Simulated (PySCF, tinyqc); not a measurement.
Inside a calculation. Method: FCI on RHF in the sto-3g basis, frozen core, for HF, spin multiplicity 1. The lowest restricted solution is unstable here: a spin-polarised one lies 0.0245 hartree lower (PySCF). Computed by tinyqc, a small Python program that keeps every step (integrals from PySCF). Settings: charge = 0, multiplicity = 1, basis = sto-3g, method = RHF, frozen orbitals = 1, energy threshold = 1e-10, iteration cap = 81, orthogonalisation = canonical, start = atomic densities, DIIS depth = 6, ci = FCI, davidson = 1. Command: `OMP_NUM_THREADS=1 python tinyqc.py 24311 24312 out.jsonl` (the two numbers bound the seeds that draw the settings). One thread of a shared host (Intel(R) Xeon(R) Processor @ 2.60GHz), about 0.2 s of CPU time with the checks. The early iterations of the SCF are left out here.

## One-electron integrals

Geometry (angstrom):
```
atom         x         y         z
F     0.000000  0.000000  0.000000
H     0.000000  0.000000  1.377000
```

Basis sto-3g: exponents (1/bohr^2) and contraction coefficients of normalised primitives:
```
element  l (shell)    exponent  coefficient
F            s (1)  166.679130     0.154329
F            s (1)   30.360812     0.535328
F            s (1)    8.216821     0.444635
F            s (2)    6.464803    -0.099967
F            s (2)    1.502281     0.399513
F            s (2)    0.488588     0.700115
F            p (3)    6.464803     0.155916
F            p (3)    1.502281     0.607684
F            p (3)    0.488588     0.391957
H            s (1)    3.425251     0.154329
H            s (1)    0.623914     0.535328
H            s (1)    0.168855     0.444635
```

Overlap, kinetic and nuclear-attraction integrals over the contracted functions; the nuclear repulsion is the sum of Za Zb / Rab.

nuclear repulsion = 3.45867458 hartree

overlap S, order 1F 1s, 1F 2s, 1F 2px, 1F 2py, 1F 2pz, 2H 1s:
$$\begin{pmatrix}
1.000000 & 0.237990 & 0.000000 & 0.000000 & 0.000000 & 0.016767 \\
0.237990 & 1.000000 & 0.000000 & 0.000000 & 0.000000 & 0.206000 \\
0.000000 & 0.000000 & 1.000000 & 0.000000 & 0.000000 & 0.000000 \\
0.000000 & 0.000000 & 0.000000 & 1.000000 & 0.000000 & 0.000000 \\
0.000000 & 0.000000 & 0.000000 & 0.000000 & 1.000000 & 0.187238 \\
0.016767 & 0.206000 & 0.000000 & 0.000000 & 0.187238 & 1.000000
\end{pmatrix}$$

kinetic energy T (hartree), order 1F 1s, 1F 2s, 1F 2px, 1F 2py, 1F 2pz, 2H 1s:
$$\begin{pmatrix}
36.984577 & -0.212858 & 0.000000 & 0.000000 & 0.000000 & -0.005430 \\
-0.212858 & 1.037995 & 0.000000 & 0.000000 & 0.000000 & -0.004982 \\
0.000000 & 0.000000 & 3.248015 & 0.000000 & 0.000000 & 0.000000 \\
0.000000 & 0.000000 & 0.000000 & 3.248015 & 0.000000 & 0.000000 \\
0.000000 & 0.000000 & 0.000000 & 0.000000 & 3.248015 & 0.042883 \\
-0.005430 & -0.004982 & 0.000000 & 0.000000 & 0.042883 & 0.760032
\end{pmatrix}$$

nuclear attraction V (hartree), order 1F 1s, 1F 2s, 1F 2px, 1F 2py, 1F 2pz, 2H 1s:
$$\begin{pmatrix}
-77.393877 & -9.268268 & 0.000000 & 0.000000 & -0.006677 & -0.668479 \\
-9.268268 & -11.925441 & 0.000000 & 0.000000 & -0.083430 & -1.693913 \\
0.000000 & 0.000000 & -11.819977 & 0.000000 & 0.000000 & 0.000000 \\
0.000000 & 0.000000 & 0.000000 & -11.819977 & 0.000000 & 0.000000 \\
-0.006677 & -0.083430 & 0.000000 & 0.000000 & -11.859073 & -1.299155 \\
-0.668479 & -1.693913 & 0.000000 & 0.000000 & -1.299155 & -4.661764
\end{pmatrix}$$

core Hamiltonian H = T + V (hartree), order 1F 1s, 1F 2s, 1F 2px, 1F 2py, 1F 2pz, 2H 1s:
$$\begin{pmatrix}
-40.409300 & -9.481125 & 0.000000 & 0.000000 & -0.006677 & -0.673909 \\
-9.481125 & -10.887446 & 0.000000 & 0.000000 & -0.083430 & -1.698894 \\
0.000000 & 0.000000 & -8.571962 & 0.000000 & 0.000000 & 0.000000 \\
0.000000 & 0.000000 & 0.000000 & -8.571962 & 0.000000 & 0.000000 \\
-0.006677 & -0.083430 & 0.000000 & 0.000000 & -8.611058 & -1.256272 \\
-0.673909 & -1.698894 & 0.000000 & 0.000000 & -1.256272 & -3.901732
\end{pmatrix}$$

## Two-electron integrals

Functions are numbered as in S; the eight-fold symmetry (ij|kl) = (ji|kl) = (kl|ij) leaves the list below.

Two-electron integrals (ij|kl) in chemists' order, unique and non-zero (hartree):
```
(11|11) 5.403501   (21|11) 0.841920   (21|21) 0.156299   (22|11) 1.268028
(22|21) 0.292344   (22|22) 0.926167   (31|31) 0.027998   (32|31) 0.043169
(32|32) 0.204588   (33|11) 1.264502   (33|21) 0.292403   (33|22) 0.925959
(33|33) 0.997514   (41|41) 0.027998   (42|41) 0.043169   (42|42) 0.204588
(43|43) 0.053770   (44|11) 1.264502   (44|21) 0.292403   (44|22) 0.925959
(44|33) 0.889973   (44|44) 0.997514   (51|51) 0.027998   (52|51) 0.043169
(52|52) 0.204588   (53|53) 0.053770   (54|54) 0.053770   (55|11) 1.264502
(55|21) 0.292403   (55|22) 0.925959   (55|33) 0.889973   (55|44) 0.889973
(55|55) 0.997514   (61|11) 0.060003   (61|21) 0.011055   (61|22) 0.020579
(61|33) 0.020551   (61|44) 0.020551   (61|51) 0.000420   (61|52) 0.000798
(61|55) 0.020638   (61|61) 0.000789   (62|11) 0.173384   (62|21) 0.040603
(62|22) 0.146296   (62|33) 0.144117   (62|44) 0.144117   (62|51) 0.002705
(62|52) 0.022513   (62|55) 0.150508   (62|61) 0.002914   (62|62) 0.030128
(63|31) 0.003985   (63|32) 0.024652   (63|53) 0.004564   (63|63) 0.004215
(64|41) 0.003985   (64|42) 0.024652   (64|54) 0.004564   (64|64) 0.004215
(65|11) 0.127181   (65|21) 0.030139   (65|22) 0.116454   (65|33) 0.111766
(65|44) 0.111766   (65|51) 0.005697   (65|52) 0.041178   (65|55) 0.125698
(65|61) 0.002237   (65|62) 0.029590   (65|65) 0.033143   (66|11) 0.381604
(66|21) 0.090769   (66|22) 0.378157   (66|33) 0.367820   (66|44) 0.367820
(66|51) 0.006346   (66|52) 0.075945   (66|55) 0.398592   (66|61) 0.006528
(66|62) 0.107293   (66|65) 0.123857   (66|66) 0.774606
```

## Orthogonalisation

S = U s U^T; canonical form X = U s^(-1/2), so that X^T S X = 1. Each column of U has its largest component positive (the first on a tie).

eigenvalues of S: [0.665751, 0.861382, 1.000000, 1.000000, 1.122221, 1.350646]

X, order 1F 1s, 1F 2s, 1F 2px, 1F 2py, 1F 2pz, 2H 1s:
$$\begin{pmatrix}
-0.530075 & 0.612901 & 0.000000 & 0.000000 & -0.500499 & 0.392661 \\
0.791848 & -0.322384 & 0.000000 & 0.000000 & -0.285822 & 0.545122 \\
0.000000 & 0.000000 & 0.889074 & 0.457764 & 0.000000 & 0.000000 \\
0.000000 & 0.000000 & -0.457764 & 0.889074 & 0.000000 & 0.000000 \\
0.376682 & 0.663416 & 0.000000 & 0.000000 & 0.626026 & 0.253240 \\
-0.672437 & -0.491147 & 0.000000 & 0.000000 & 0.408643 & 0.474252
\end{pmatrix}$$

Within a degenerate level the vectors are fixed only up to a rotation; this is one choice.

## Starting guess

The start is atomic minimal-basis densities projected into this basis (PySCF's MINAO start) and scaled to the electron count of each spin; this density is not idempotent, so its energy is not variational and may lie below the converged one.

D at the start, order 1F 1s, 1F 2s, 1F 2px, 1F 2py, 1F 2pz, 2H 1s:
$$\begin{pmatrix}
2.157515 & -0.509177 & 0.000000 & 0.000000 & 0.007952 & -0.014550 \\
-0.509177 & 2.140586 & 0.000000 & 0.000000 & -0.042001 & 0.058947 \\
0.000000 & 0.000000 & 1.636833 & 0.000000 & 0.000000 & 0.000000 \\
0.000000 & 0.000000 & 0.000000 & 1.636833 & 0.000000 & 0.000000 \\
0.007952 & -0.042001 & 0.000000 & 0.000000 & 1.573168 & 0.170838 \\
-0.014550 & 0.058947 & 0.000000 & 0.000000 & 0.170838 & 1.009650
\end{pmatrix}$$

## Iteration 7 (converged): orbitals

converged F (hartree), order 1F 1s, 1F 2s, 1F 2px, 1F 2py, 1F 2pz, 2H 1s:
$$\begin{pmatrix}
-25.923157 & -6.626290 & 0.000000 & 0.000000 & -0.012468 & -0.477305 \\
-6.626290 & -3.012942 & 0.000000 & 0.000000 & -0.010016 & -0.498542 \\
0.000000 & 0.000000 & -0.464974 & 0.000000 & 0.000000 & 0.000000 \\
0.000000 & 0.000000 & 0.000000 & -0.464974 & 0.000000 & 0.000000 \\
-0.012468 & -0.010016 & 0.000000 & 0.000000 & -0.184927 & -0.372924 \\
-0.477305 & -0.498542 & 0.000000 & 0.000000 & -0.372924 & -0.224992
\end{pmatrix}$$

Diagonalise F' = X^T F X, C = X C', fill 5 alpha and 5 beta electrons from the bottom; D = 2 C_occ C_occ^T. Each column has its largest component positive (the first on a tie).

F' = X^T F X (hartree):
$$\begin{pmatrix}
-3.359839 & 5.113461 & 0.000000 & 0.000000 & -4.767342 & 4.237803 \\
5.113461 & -7.201558 & 0.000000 & 0.000000 & 7.510102 & -6.978903 \\
0.000000 & 0.000000 & -0.464974 & 0.000000 & 0.000000 & 0.000000 \\
0.000000 & 0.000000 & 0.000000 & -0.464974 & 0.000000 & 0.000000 \\
-4.767342 & 7.510102 & 0.000000 & 0.000000 & -8.613442 & 7.882391 \\
4.237803 & -6.978903 & 0.000000 & 0.000000 & 7.882391 & -8.321740
\end{pmatrix}$$

orbital energies (hartree): MO1 -25.932313, MO2 -1.405729, MO3 -0.464974, MO4 -0.464974, MO5 -0.443868, MO6 0.285331

coefficients C, order 1F 1s, 1F 2s, 1F 2px, 1F 2py, 1F 2pz, 2H 1s:
$$\begin{pmatrix}
0.995038 & -0.260394 & 0.000000 & 0.000000 & 0.040013 & 0.042450 \\
0.020230 & 1.008923 & 0.000000 & 0.000000 & -0.202216 & -0.224900 \\
0.000000 & 0.000000 & 0.104581 & 0.994516 & 0.000000 & 0.000000 \\
0.000000 & 0.000000 & 0.994516 & -0.104581 & 0.000000 & 0.000000 \\
0.000894 & 0.012779 & 0.000000 & 0.000000 & 0.686166 & -0.753034 \\
-0.002322 & 0.079678 & 0.000000 & 0.000000 & 0.618335 & 0.834631
\end{pmatrix}$$

D after iteration 7, order 1F 1s, 1F 2s, 1F 2px, 1F 2py, 1F 2pz, 2H 1s:
$$\begin{pmatrix}
2.119014 & -0.501358 & 0.000000 & 0.000000 & 0.050035 & 0.003366 \\
-0.501358 & 2.118452 & 0.000000 & 0.000000 & -0.251685 & -0.089391 \\
0.000000 & 0.000000 & 2.000000 & 0.000000 & 0.000000 & 0.000000 \\
0.000000 & 0.000000 & 0.000000 & 2.000000 & 0.000000 & 0.000000 \\
0.050035 & -0.251685 & 0.000000 & 0.000000 & 0.941976 & 0.850593 \\
0.003366 & -0.089391 & 0.000000 & 0.000000 & 0.850593 & 0.777384
\end{pmatrix}$$

Within a degenerate level the vectors are fixed only up to a rotation; this is one choice.

## Convergence

Stop when the energy changes by less than 1e-10 hartree and every element of the error matrix X^T (F D S - S D F) X is below 3e-06.

Course of the cycle:
```
iteration   E (hartree)     change  largest element of the error matrix
1          -99.03427654          -                             4.63e-01
2          -98.37018231   6.64e-01                             2.11e-01
3          -98.45990287  -8.97e-02                             1.79e-02
4          -98.46045999  -5.57e-04                             2.22e-03
5          -98.46046295  -2.96e-06                             4.68e-05
6          -98.46046295  -3.13e-09                             2.10e-06
7          -98.46046295  -9.58e-12                             8.66e-09
```

PySCF RHF in the same basis = -98.46046295 hartree

Converged in 7 iterations.

## Populations, bond orders and dipole

Mulliken: Z minus the diagonal of D S on the atom; Loewdin: the same with S^(1/2) D S^(1/2); Mayer order: 2 sum_s sum (D(s) S)_ij (D(s) S)_ji over the two atoms.

Charges (e):
```
atom   Mulliken    Loewdin
1F    -0.081711  -0.070899
2H     0.081711   0.070899
```

Mayer bond orders:
```
pair     order
2-1   0.993323
```

dipole moment about the origin, x y z (debye): [0.000000, 0.000000, 0.946288]

## Integrals over molecular orbitals

(pq|rs) = sum C_ip C_jq C_kr C_ls (ij|kl), one index at a time.

one-electron integrals over orbitals h = C^T H C (hartree):
$$\begin{pmatrix}
-40.392206 & 0.727394 & 0.000000 & 0.000000 & -0.104968 & -0.116405 \\
0.727394 & -9.116871 & 0.000000 & 0.000000 & 0.431477 & 0.647514 \\
0.000000 & 0.000000 & -8.571962 & 0.000000 & 0.000000 & 0.000000 \\
0.000000 & 0.000000 & 0.000000 & -8.571962 & 0.000000 & 0.000000 \\
-0.104968 & 0.431477 & 0.000000 & 0.000000 & -6.554279 & 2.387165 \\
-0.116405 & 0.647514 & 0.000000 & 0.000000 & 2.387165 & -5.902087
\end{pmatrix}$$

Two-electron integrals over orbitals (pq|rs), unique and non-zero (hartree); the lowest 1 orbital is frozen and left out:
```
(22|22) 0.879901    (32|32) 0.191314    (33|22) 0.899684    (33|33) 0.997514
(42|42) 0.191314    (43|43) 0.053770    (44|22) 0.899684    (44|33) 0.889973
(44|44) 0.997514    (52|22) -0.045048   (52|33) -0.057628   (52|44) -0.057628
(52|52) 0.125662    (53|32) -0.022698   (53|53) 0.032545    (54|42) -0.022698
(54|54) 0.032545    (55|22) 0.668740    (55|33) 0.654626    (55|44) 0.654626
(55|52) -0.007888   (55|55) 0.650553    (62|22) -0.069594   (62|33) -0.069676
(62|44) -0.069676   (62|52) -0.083779   (62|55) -0.019672   (62|62) 0.091282
(63|32) -0.023352   (63|53) -0.023878   (63|63) 0.028292    (64|42) -0.023352
(64|54) -0.023878   (64|64) 0.028292    (65|22) -0.258496   (65|33) -0.262085
(65|44) -0.262085   (65|52) 0.070189    (65|55) -0.085838   (65|62) 0.029001
(65|65) 0.249138    (66|22) 0.624742    (66|33) 0.611286    (66|44) 0.611286
(66|52) 0.037856    (66|55) 0.634352    (66|62) -0.047390   (66|65) -0.029607
(66|66) 0.656421
```

## FCI: determinants and Hamiltonian

one-electron integrals dressed by the frozen orbital, h + 2 (pq|11) - (p1|1q) (hartree), order 2, 3, 4, 5, 6:
$$\begin{pmatrix}
-6.713558 & 0.000000 & 0.000000 & 0.238051 & 0.411127 \\
0.000000 & -6.073424 & 0.000000 & 0.000000 & 0.000000 \\
0.000000 & 0.000000 & -6.073424 & 0.000000 & 0.000000 \\
0.238051 & 0.000000 & 0.000000 & -4.859655 & 1.519633 \\
0.411127 & 0.000000 & 0.000000 & 1.519633 & -4.280996
\end{pmatrix}$$

energy of the frozen orbital, 2 h_11 + (11|11) = -75.41953158 hartree

Hartree-Fock energy = -98.46046295 hartree

Slater-Condon rules over spin orbitals, with the nuclear repulsion and the energy of the frozen orbital added and E(HF) subtracted on the diagonal. Only determinants linked to the reference directly or through others are kept (one block of an abelian symmetry group), so some states are absent.

Occupation strings over the orbitals (2 doubly, a alpha, b beta, 0 empty; spin orbitals ordered 1a 1b 2a 2b ...): 222220 2222ab 2a222b 2222ba 2b222a 222202 2a22b2 222022 220222 2b22a2 202222

H - E(HF) between determinants (hartree):
```
           222220     2222ab     2a222b     2222ba     2b222a     222202     2a22b2     222022
222220   0.000000   0.000000   0.000000   0.000000   0.000000   0.249138  -0.029001   0.028292
2222ab   0.000000   0.343985  -0.008856  -0.249138  -0.029001   0.056231   0.070189   0.023878
2a222b   0.000000  -0.008856   1.157600  -0.029001  -0.091282  -0.070189  -0.228889   0.023352
2222ba   0.000000  -0.249138  -0.029001   0.343985  -0.008856  -0.056231  -0.027719  -0.023878
2b222a   0.000000  -0.029001  -0.091282  -0.008856   1.157600   0.070189   0.083779  -0.023352
222202   0.249138   0.056231  -0.070189  -0.056231   0.070189   0.726241   0.054600   0.032545
2a22b2  -0.029001   0.070189  -0.228889  -0.027719   0.083779   0.054600   1.567654   0.022698
222022   0.028292   0.023878   0.023352  -0.023878  -0.023352   0.032545   0.022698   0.765984
220222   0.028292   0.023878   0.023352  -0.023878  -0.023352   0.032545   0.022698   0.053770
2b22a2   0.029001  -0.027719   0.083779   0.070189  -0.228889  -0.054600  -0.125662  -0.022698
202222   0.091282   0.083779   0.022204  -0.083779  -0.022204   0.125662   0.091761   0.191314

           220222     2b22a2     202222
222220   0.028292   0.029001   0.091282
2222ab   0.023878  -0.027719   0.083779
2a222b   0.023352   0.083779   0.022204
2222ba  -0.023878   0.070189  -0.083779
2b222a  -0.023352  -0.228889  -0.022204
222202   0.032545  -0.054600   0.125662
2a22b2   0.022698  -0.125662   0.091761
222022   0.053770  -0.022698   0.191314
220222   0.765984  -0.022698   0.191314
2b22a2  -0.022698   1.567654  -0.091761
202222   0.191314  -0.091761   2.602040
```

## FCI: roots

Diagonalise (each vector has its largest component positive (the first on a tie)); all determinants have Ms = 0, so triplets appear too. The lowest singlet root is the correlation energy.

lowest roots of this matrix, relative to E(HF) (hartree): [-0.082073, 0.092354, 0.554649, 0.712214, 0.736181, 0.830642, 1.017322, 1.104662]

lowest vectors, order 222220, 2222ab, 2a222b, 2222ba, 2b222a, 222202, 2a22b2, 222022, 220222, 2b22a2, 202222:
$$\begin{pmatrix}
0.952843 & 0.000000 & -0.116460 & 0.000000 \\
0.025313 & 0.706409 & 0.669936 & 0.000000 \\
-0.009754 & 0.024538 & -0.071473 & 0.000000 \\
-0.025313 & 0.706409 & -0.669936 & 0.000000 \\
0.009754 & 0.024538 & 0.071473 & 0.000000 \\
-0.297676 & 0.000000 & -0.258460 & 0.000000 \\
0.023026 & -0.019591 & -0.064704 & 0.000000 \\
-0.017109 & 0.000000 & -0.039053 & 0.707107 \\
-0.017109 & 0.000000 & -0.039053 & -0.707107 \\
-0.023026 & -0.019591 & 0.064704 & 0.000000 \\
-0.019023 & 0.000000 & -0.019123 & 0.000000
\end{pmatrix}$$

<S^2> of these roots: [0.000000, 2.000000, 0.000000, 0.000000, 0.000000, 0.000000, 2.000000, 0.000000]

weight of the ground state by excitation level 0, 1, 2, ...: [0.907909, 0.001472, 0.090619]

## The lowest root by the Davidson method

Start from the reference; add the residual divided by (theta - H_ii), orthogonalised, at each step.

Davidson iterations:
```
iteration  subspace  lowest Ritz value (hartree)  residual norm
1                 1                            0       2.71e-01
2                 2                  -0.07975505       5.96e-02
3                 3                  -0.08201079       8.61e-03
4                 4                  -0.08207119       1.53e-03
5                 5                  -0.08207291       1.96e-04
6                 6                  -0.08207293       2.36e-06
7                 7                  -0.08207293       2.06e-16
```
